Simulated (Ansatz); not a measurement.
```yaml
crystal:
  periodic: [false, false, false]
  atoms:
    - {symbol: As, position_ang: [-0.112152, -0.001020, -0.172580]}
    - {symbol: Li, position_ang: [1.421291, 0.011721, 1.644189]}
    - {symbol: H, position_ang: [-0.731589, 1.063530, 0.750479]}
    - {symbol: H, position_ang: [-0.719476, -1.068436, 0.755206]}
basis:
  gaussian: {orbitals: def2-TZVP}
hamiltonian: {xc: pbe0}
relax: {f_tol: 0.004, max_steps: 80}
```

```sh
$ ansatz run in.yaml --threads 1 --pin off --events-out ev --progress --plain --max-ram 2176MiB
```

Steps of the relaxation (energy above the last step; positions in Å, forces in eV/Å):

```
4
step 1, 24.1 meV
As   -0.112   -0.001   -0.173   -0.084    0.000    0.094
Li    1.421    0.012    1.644    0.130    0.001    0.063
H    -0.732    1.064    0.750   -0.023    0.078   -0.079
H    -0.719   -1.068    0.755   -0.022   -0.078   -0.079
```

```
4
step 2, 11.1 meV
As   -0.118   -0.001   -0.139    0.044    0.001    0.116
Li    1.486    0.012    1.663    0.037    0.000   -0.034
H    -0.761    1.102    0.724   -0.040   -0.115   -0.041
H    -0.749   -1.108    0.729   -0.041    0.115   -0.041
```

```
4
step 3, 3.5 meV
As   -0.097   -0.001   -0.115   -0.051    0.000    0.206
Li    1.546    0.012    1.673   -0.018    0.000   -0.051
H    -0.802    1.098    0.707    0.035   -0.122   -0.077
H    -0.789   -1.104    0.712    0.034    0.122   -0.078
```

```
4
step 5, 0.0 meV
As   -0.082   -0.001   -0.085    0.004    0.000   -0.002
Li    1.580    0.013    1.672   -0.001    0.000   -0.001
H    -0.826    1.089    0.693   -0.001    0.002    0.002
H    -0.814   -1.095    0.698   -0.001   -0.002    0.002
```

Close pairs at the end: As1–H4 1.532 Å, As1–H3 1.532 Å, As1–Li2 2.420 Å.

A stationary point of restricted PBE0 after 5 steps (its stability towards spin polarisation wasn't tested); no frequencies were run, so it isn't proven a minimum. 8.5 s on 1 thread of Intel Xeon Platinum 8488C, shared host.
